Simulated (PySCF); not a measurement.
hydrogen cyanide (CHN), SMILES C#N.

The structure is a stationary point at ωB97X-D3(BJ)/def2-TZVPD.

Two levels are set side by side: TDDFT-PBE/def2-TZVPD (PySCF) and ADC(3)/aug-cc-pVDZ (PySCF). Vertical, same geometry; the bases differ. Differences are taken from unrounded values.

| quantity | ADC(3) | TDDFT-PBE | TDDFT-PBE minus ADC(3) |
|---|---|---|---|
| lowest singlet excitation (eV) | 8.11 | 8.09 | -0.02 |

On these quantities the two levels nearly agree.

Rough cost on one machine, each run with all the roots and properties that it gave: ADC(3) against TDDFT-PBE about 20 times.
